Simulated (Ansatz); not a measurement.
# CH₅AlS (SMILES C[S][AlH2]): single points off equilibrium

How do the functionals fare away from a minimum? The structure is a structure displaced at random from a GFN2-xTB minimum.

Method: single points in def2-TZVPP; program: Ansatz 0.2.0, Gaussian basis.

Cores are frozen in the correlated methods. B3LYP uses VWN-RPA correlation.

## 1. Starting geometry

SMILES `C[S][AlH2]`, 8 atoms, charge 0, spin multiplicity 1.

Atoms are counted from 1 here; the program's logs count them from 0.

Bond lengths: C1–S2 1.863 Å, C1–H4 1.050 Å, C1–H5 1.147 Å, C1–H6 1.079 Å, S2–Al3 2.179 Å, Al3–H7 1.537 Å, Al3–H8 1.594 Å. Angles: S2–C1–H4 110.6°, S2–C1–H5 110.4°, S2–C1–H6 107.3°, H4–C1–H5 109.9°, H4–C1–H6 112.3°, H5–C1–H6 106.2°, C1–S2–Al3 97.2°, S2–Al3–H7 124.8°, S2–Al3–H8 120.4°, H7–Al3–H8 114.7°.

Geometry (Å):

```csv
atom,x (Å),y (Å),z (Å)
C1,-0.7979,0.9939,-0.4875
S2,-0.4754,0.3274,1.2223
Al3,0.9564,-1.2130,0.6509
H4,-1.1914,0.2436,-1.1079
H5,0.1688,1.4091,-0.9434
H6,-1.4673,1.8335,-0.3840
H7,2.4779,-1.0115,0.5712
H8,0.4598,-2.6844,0.2936
```

## 2. CCSD(T)/def2-TZVPP

File run/in.yaml:

```yaml
crystal:
  periodic: [false, false, false]
  atoms:
    - {symbol: C, position_ang: [-0.797900, 0.993900, -0.487500]}
    - {symbol: S, position_ang: [-0.475400, 0.327400, 1.222300]}
    - {symbol: Al, position_ang: [0.956400, -1.213000, 0.650900]}
    - {symbol: H, position_ang: [-1.191400, 0.243600, -1.107900]}
    - {symbol: H, position_ang: [0.168800, 1.409100, -0.943400]}
    - {symbol: H, position_ang: [-1.467300, 1.833500, -0.384000]}
    - {symbol: H, position_ang: [2.477900, -1.011500, 0.571200]}
    - {symbol: H, position_ang: [0.459800, -2.684400, 0.293600]}
basis:
  gaussian: {orbitals: def2-TZVPP}
correlation: {method: ccsd_t}
output: {forces: true}
```

The command line of these runs was not kept.

## 3. PBE0-D4/def2-TZVPP

Edit run/in.yaml of step 2 so:

```diff
@@ -13,3 +13,3 @@
   gaussian: {orbitals: def2-TZVPP}
-correlation: {method: ccsd_t}
-output: {forces: true}
+hamiltonian: {xc: pbe0, dispersion: d4}
+output: {forces: true, orbitals: {seedname: orbitals}}
```

## 4. wB97M-V/def2-TZVPP

Edit run/in.yaml of step 3 so:

```diff
@@ -13,3 +13,3 @@
   gaussian: {orbitals: def2-TZVPP}
-hamiltonian: {xc: pbe0, dispersion: d4}
-output: {forces: true, orbitals: {seedname: orbitals}}
+hamiltonian: {xc: {name: wB97M-V}}
+output: {forces: true}
```

## 5. r2SCAN-D4/def2-TZVPP

Edit run/in.yaml of step 4 so:

```diff
@@ -13,3 +13,3 @@
   gaussian: {orbitals: def2-TZVPP}
-hamiltonian: {xc: {name: wB97M-V}}
+hamiltonian: {xc: r2scan, dispersion: d4}
 output: {forces: true}
```

## 6. PBE-D4/def2-TZVPP

Edit run/in.yaml of step 5 so:

```diff
@@ -13,3 +13,3 @@
   gaussian: {orbitals: def2-TZVPP}
-hamiltonian: {xc: r2scan, dispersion: d4}
+hamiltonian: {xc: pbe, dispersion: d4}
 output: {forces: true}
```

## 7. B3LYP-D4/def2-TZVPP

Edit run/in.yaml of step 6 so:

```diff
@@ -13,3 +13,3 @@
   gaussian: {orbitals: def2-TZVPP}
-hamiltonian: {xc: pbe, dispersion: d4}
+hamiltonian: {xc: {name: B3LYP}, dispersion: d4}
 output: {forces: true}
```

## 8. r2SCANh-D4/def2-TZVPP

Edit run/in.yaml of step 7 so:

```diff
@@ -13,3 +13,3 @@
   gaussian: {orbitals: def2-TZVPP}
-hamiltonian: {xc: {name: B3LYP}, dispersion: d4}
+hamiltonian: {xc: {name: r2SCANh}, dispersion: d4}
 output: {forces: true}
```

(Steps that only read results are left out.)

Q: Predict the outcome of this session. Wanted: energy less free atoms, CCSD(T)/def2-TZVPP; RMS force component; RMS force error; HOMO and LUMO, PBE0-D4; T1 diagnostic.

As calculated:

| quantity | value |
| --- | --- |
| energy less free atoms, CCSD(T)/def2-TZVPP | -576.6 kcal/mol |
| RMS force component | 0.742 to 0.770 eV/Å over the methods |
| RMS force error | PBE0-D4 0.091, wB97M-V 0.063, r2SCAN-D4 0.047, PBE-D4 0.117, B3LYP-D4 0.029, r2SCANh-D4 0.064 eV/Å |
| HOMO and LUMO, PBE0-D4 | -6.80 and -1.82 eV |
| T1 diagnostic | 0.010 |

**Reading.** Against CCSD(T) the functionals' energies less atoms differ by -17.3 to -11.6 kcal/mol, PBE-D4 by -16.1 kcal/mol. A larger basis would deepen the CCSD(T) value, while the functionals are nearly converged already, so the order here is not reliable. On forces the order runs from B3LYP-D4 to PBE-D4. Frozen-core CCSD(T) forces in triple zeta carry basis errors of their own, and this is one geometry, so small gaps rank nothing.
